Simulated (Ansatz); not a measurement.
A made-up structure of CH3NNa, doublet:

```
6
angstrom
C 0.2822 -0.7751 0.1956
N -0.3515 0.3994 -0.2383
Na 1.8669 -2.0794 1.4587
H -1.3181 0.2636 -0.5344
H 0.1268 0.7365 -1.0738
H -0.3470 1.1906 0.4055
```

It is relaxed with PBE-D4/def2-SVP and then PBE0-D4/def2-TZVP (Ansatz 0.2.0). Atoms count as bonded within 1.22 times the sum of their covalent radii (H–H: 0.88 Å). The end point is not checked to be a true minimum.

(1) Does its bonding change? (Judge from chemistry; the calculation decides.)

Answers

(1) The calculation gives: No: no bond forms or breaks.

Where it ends: The first stage lowers the energy by 0.32 eV in 7 steps. It ends as CH₃NNa ([NH3][C][Na]):
C1  (-0.127, -1.103, 0.210)
N2  (-0.357, 0.363, -0.242)
Na3  (1.975, -1.665, 1.293)
H4  (-1.274, 0.473, -0.686)
H5  (0.354, 0.661, -0.910)
H6  (-0.311, 1.006, 0.548)
(Å)

Labels in which every atom is bracketed show which atoms are joined, not bond orders.

For scale, one of the runs: PBE0-D4/def2-TZVP relaxation, 112 basis functions, launched by `ansatz run in.yaml --threads 2 --pin off --events-out ev --progress --plain --max-ram 4352MiB`. The run took about 22 s on 2 CPU threads of an Intel Xeon 6975P-C (shared host).
